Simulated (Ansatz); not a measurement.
Basis-set extrapolation for C6H6S, SMILES `Sc1ccccc1` (PBE0-D4/def2-TZVP geometry, frozen core, the Gaussian-basis code of Ansatz). Multiplicity 1, RHF reference.

```csv
,def2-TZVPP,def2-QZVPP
HF,-628.325334,-628.346149
MP2 correlation,-1.121864,-1.197267
CCSD(T) correlation,-1.218406,not run
```

Energies in hartree. Use E(X) = E(∞) + A·exp(−7.88·√X) for Hartree–Fock and E(X) = E(∞) + B·X^(−2.97) for correlation, with X = 3 and 4, and add CCSD(T) minus MP2 of the smaller set to the MP2 limit.

**Question.** What is the CCSD(T) energy at the basis-set limit?

**Answer.** HF limit: -628.346149 + (-0.020815) × 0.13774 = -628.34902. MP2 limit: -1.197267 + (-0.075403) × 0.74074 = -1.25312. Higher-order term: -1.218406 − (-1.121864) = -0.09654. Total: -629.69868 hartree, 4.22 eV below CCSD(T)/def2-TZVPP.
